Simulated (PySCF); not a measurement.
Below is a simulated gas-phase C 1s photoelectron spectrum of `FC1CC(=N)C1`.

Every computed line was given a Gaussian of 0.8 eV full width at half maximum and an area set by the number of equivalent atoms; the highest printed point is 100. Computed with PySCF, delta-SCF UKS SCAN, pcX-2 on the ionised atom, pcseg-1 elsewhere, spin-free X2C.

(binding energy (eV), intensity): (289.9, 0), (290.0, 1), (290.1, 1), (290.2, 3), (290.3, 7), (290.4, 12), (290.5, 21), (290.6, 34), (290.7, 50), (290.8, 68), (290.9, 84), (291.0, 95), (291.1, 100), (291.2, 97), (291.3, 86), (291.4, 72), (291.5, 57), (291.6, 45), (291.7, 38), (291.8, 37), (291.9, 40), (292.0, 45), (292.1, 49), (292.2, 51), (292.3, 50), (292.4, 45), (292.5, 39), (292.6, 33), (292.7, 30), (292.8, 30), (292.9, 34), (293.0, 40), (293.1, 46), (293.2, 50), (293.3, 51), (293.4, 47), (293.5, 41), (293.6, 32), (293.7, 23), (293.8, 15), (293.9, 9), (294.0, 5), (294.1, 3), (294.2, 1), (294.3, 1), (294.4, 0)

How many maxima does the curve show, and how many computed lines lie under it?

The curve has 3 maxima (at 291.1, 292.2 and 293.3 eV). Under it lie 4 lines from 4 inequivalent carbon sites. At this width some lines have no maximum of their own.

Decompose the envelope and assign each component. Numbering: `[NH:1]=[C:2]1[CH2:3][CH:4]([F:5])[CH2:6]1`.

```csv
position (eV),relative area,line,atoms,environment
291.05,1,C 1s,C3,four-membered-ring carbon
291.16,1,C 1s,C6,four-membered-ring carbon
292.21,1,C 1s,C2,imine carbon
293.28,1,C 1s,C4,sp3 C–F carbon
```

What are the centre and the root-mean-square width of the whole band?

The area-weighted mean of the lines is 291.92 eV. Their own spread about it is 0.90 eV (rms) and each Gaussian has σ = 0.8/2.355 = 0.34 eV; the variances add, which gives 0.96 eV.

The listed C 1s values span 2.23 eV, from C3 (bonded to 2 C and 2 H) to C4 (bonded to F, 2 C and H).

Shake-up satellites, vibrational structure and lifetime widths aren't simulated. Spin contamination (⟨S²⟩ against 0.75 for a pure doublet) is marked for C 1s of C2 (0.87), which makes this value less certain. One conformer (not necessarily the lowest) at the PBE0-D3(BJ)/def2-SVP geometry, without solvent, vibrations or thermal averaging.
